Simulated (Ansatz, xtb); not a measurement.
**CH2O: where a starting geometry ends**

The starting geometry of this gas-phase singlet has its atoms placed at random.

| atom | x (Å) | y (Å) | z (Å) |
| --- | --- | --- | --- |
| C | 0.2789 | 0.0834 | -0.1940 |
| O | 0.9762 | -0.3882 | 0.7542 |
| H | -0.8303 | -0.8057 | -0.2394 |
| H | 0.2860 | -1.1273 | -0.9803 |

Task: One run relaxed it with r2SCAN-D4/def2-SVP. What is a likely outcome?

Result: It falls apart into CO + H2. Distances that change by over a tenth: C1–O2 (1.27 → 1.13 Å). Contacts that close: H3–H4 (1.38 → 0.76 Å).

The energy falls by 5.19 eV over 41 steps:

| step | E − E(last) (eV) |
| --- | --- |
| 1 | 5.194 |
| 5 | 0.308 |
| 10 | 0.020 |
| 14 | 0.012 |
| 19 | 0.011 |
| 23 | 0.010 |
| 28 | 0.006 |
| 32 | 0.003 |
| 37 | 0.001 |
| 41 | 0.000 |

Final geometry (Å):

```yaml
atoms:
  - { symbol: C, position_ang: [1.3367, 1.1013, 1.0921] }
  - { symbol: O, position_ang: [1.0133, 0.1402, 0.5875] }
  - { symbol: H, position_ang: [-1.0610, -1.9367, -1.3853] }
  - { symbol: H, position_ang: [-0.5782, -1.5426, -0.9537] }
```

From the same start GFN2-xTB reaches the same bonding as this run.

From so rough a start the end depends on the optimiser's path, so another program may land elsewhere. The end wasn't checked by frequencies. Run with Ansatz 0.2.0, 23 s on 1 thread of Arm Neoverse V2, on a shared host.
